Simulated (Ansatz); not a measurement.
Property card for Al$_{3}$Cu

The calculation used DFT PBEsol, scalar-relativistic, plane waves, PAW (Ansatz 0.2.0).

Settings: cutoff 420 eV, Γ-centred mesh 12×12×12 on the computed 4-atom cell, Gaussian smearing of 0.10 eV; no spin polarisation.

The structure is relaxed at this level of theory with its symmetry kept. Whether it is the stable form of this composition wasn't checked.

Space group Pm-3m (No. 221). a = 3.892 Å, b = 3.892 Å, c = 3.892 Å, α = 90.00°, β = 90.00°, γ = 90.00°
```tsv
atom	site	symmetry	x	y	z
Al	3c	4/mm.m	0.0000	0.5000	0.5000
Cu	1a	m-3m	0.0000	0.0000	0.0000
```

| Property | Result |
| --- | --- |
| Space group | Pm-3m (No. 221) |
| Volume per atom | 14.74 Å³ |
| Formation energy from the elements' standard states (uncorrected) | -0.032 eV/atom |
| Kohn–Sham band gap | none (metal) |
| Density of states at the Fermi level | 1.41 states/eV per cell |
| Löwdin character within 0.5 eV of the Fermi level | Al 3p 55 %, Al 3s 21 %, Cu 3d 8 %, Cu 4s 8 %, unprojected 8 % |
| Bulk modulus | 101 GPa |
| Its pressure derivative | 4.3 |
| Bader charges (e) | Al (3 in the cell) 0.32, Cu (1 in the cell) -0.96 |